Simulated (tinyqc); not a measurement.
Worked calculation: RKS/B3LYP (VWN-RPA form) in the sto-6g basis, for BH, spin multiplicity 1. One step of it, computed by the program tinyqc.

Problem. Iteration 2: diagonalisation and new density. Diagonalise F' = X^T F X, C = X C', fill 3 alpha and 3 beta electrons from the bottom; D = 2 C_occ C_occ^T; the new density keeps 0.7 of the old one (damping). Each column has its largest component positive (the first on a tie).

Kohn-Sham matrix F (hartree), lower triangle:
```
,1B 1s,1B 2s,1B 2px,1B 2py,1B 2pz,2H 1s
1B 1s,-8.938435
1B 2s,-2.226582,-1.103362
1B 2px,0.000000,0.000000,-0.385806
1B 2py,0.000000,0.000000,0.007647,-0.380090
1B 2pz,-0.001812,0.007427,0.000000,0.000000,-0.312090
2H 1s,-0.070909,-0.106310,0.000000,0.000000,-0.091728,-0.021114
```

X, lower triangle:
```
,1B 1s,1B 2s,1B 2px,1B 2py,1B 2pz,2H 1s
1B 1s,1.027983
1B 2s,-0.139936,1.035853
1B 2px,0.000000,0.000000,1.000000
1B 2py,0.000000,0.000000,0.000000,1.000000
1B 2pz,-0.001626,0.009883,0.000000,0.000000,1.012045
2H 1s,0.010591,-0.074076,0.000000,0.000000,-0.090834,1.019761
```

D after iteration 1, lower triangle:
```
,1B 1s,1B 2s,1B 2px,1B 2py,1B 2pz,2H 1s
1B 1s,0.644644
1B 2s,-0.169040,0.641518
1B 2px,0.000000,0.000000,1.805279
1B 2py,0.000000,0.000000,-0.280921,1.594721
1B 2pz,0.023727,-0.093449,0.000000,0.000000,0.041342
2H 1s,0.029747,-0.161231,0.000000,0.000000,-0.175426,1.467967
```

overlap S, lower triangle:
```
,1B 1s,1B 2s,1B 2px,1B 2py,1B 2pz,2H 1s
1B 1s,1.000000
1B 2s,0.264891,1.000000
1B 2px,0.000000,0.000000,1.000000
1B 2py,0.000000,0.000000,0.000000,1.000000
1B 2pz,0.000000,0.000000,0.000000,0.000000,1.000000
2H 1s,0.008317,0.138666,0.000000,0.000000,0.175851,1.000000
```

Give: F' = X^T F X; orbital energies; coefficients C; D after iteration 2.

Solution.

F' = X^T F X (hartree), lower triangle:
```
,1,2,3,4,5,6
1,-8.828
2,-0.966,-0.698
3,0.000,0.000,-0.386
4,0.000,0.000,0.008,-0.380
5,-0.005,0.014,0.000,0.000,-0.303
6,0.005,-0.053,0.000,0.000,-0.067,0.004
```

orbital energies (hartree): MO1 -8.941, MO2 -0.590, MO3 -0.391, MO4 -0.375, MO5 -0.316, MO6 0.022

coefficients C:
```
,MO1,MO2,MO3,MO4,MO5,MO6
1B 1s,1.005,-0.257,0.000,0.000,-0.003,0.034
1B 2s,-0.018,1.034,0.000,0.000,0.009,-0.168
1B 2px,0.000,0.000,0.822,0.570,0.000,0.000
1B 2py,0.000,0.000,-0.570,0.822,0.000,0.000
1B 2pz,0.000,-0.030,0.000,0.000,0.972,-0.296
2H 1s,0.002,0.015,0.000,0.000,0.120,1.019
```

D after iteration 2, lower triangle:
```
,1B 1s,1B 2s,1B 2px,1B 2py,1B 2pz,2H 1s
1B 1s,1.096
1B 2s,-0.289,1.091
1B 2px,0.000,0.000,1.669
1B 2py,0.000,0.000,-0.478,1.311
1B 2pz,0.021,-0.084,0.000,0.000,0.029
2H 1s,0.020,-0.103,0.000,0.000,-0.123,1.028
```
